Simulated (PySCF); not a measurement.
C₄H₆, SMILES C=CC=C. Atoms are numbered in the order given.

```xyz
10

C     -0.1091     1.8510     0.0000
C      0.4009     0.6058     0.0000
C     -0.4009    -0.6058     0.0000
C      0.1091    -1.8510     0.0000
H     -1.1918     2.0188     0.0000
H      0.5344     2.7347     0.0000
H      1.4909     0.4692     0.0000
H     -1.4909    -0.4692     0.0000
H     -0.5344    -2.7347     0.0000
H      1.1918    -2.0188     0.0000
```
Charge 0, spin multiplicity 1.

Coordinates come from a r2SCAN-D4/def2-SVP optimisation. Other conformers were not sampled.

Two levels are set side by side: PBE/pcSseg-1 (PySCF) and PBE0/pcSseg-1 (PySCF). GIAO shifts against TMS (¹H), TMS (¹³C) at the same level; non-relativistic, no solvent, atoms listed together averaged. Differences are taken from unrounded values.

| quantity | PBE0 | PBE | PBE minus PBE0 |
|---|---|---|---|
| δ(¹³C) of C1, C4 (ppm) | 128.7 | 126.7 | -2.1 |
| δ(¹³C) of C2, C3 (ppm) | 149.1 | 148.2 | -0.9 |
| δ(¹H) of H5, H6, H9, H10 (ppm) | 5.78 | 5.71 | -0.07 |
| δ(¹H) of H7, H8 (ppm) | 6.81 | 6.74 | -0.07 |

On these quantities the two levels nearly agree.

Rough cost on one machine, each run with all the roots and properties that it gave: PBE0 against PBE within a factor of 2.
